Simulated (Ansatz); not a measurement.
Diamond, treated with G0W0@PBE in Ansatz (plane waves, hard PAW, contour deformation, complete-basis limit).

Run with largest k mesh 16×16×16 (not extrapolated in the mesh).

The cell has the measured lattice: a = b = c = 3.567 Å, α = β = γ = 90.00°.

Problem. Predict the band gap.

Solution. 
- band gap: 5.60 eV (indirect)

Note: the correction to the complete basis was taken at k points off the band edges; cell and atoms aren't relaxed at this level; the gap holds a correction of +0.36 eV to the complete basis, taken at k points off the band edges.

The computed numbers hold no vibrational or temperature effects.

Ansatz is a quantum-chemistry and plane-wave program.
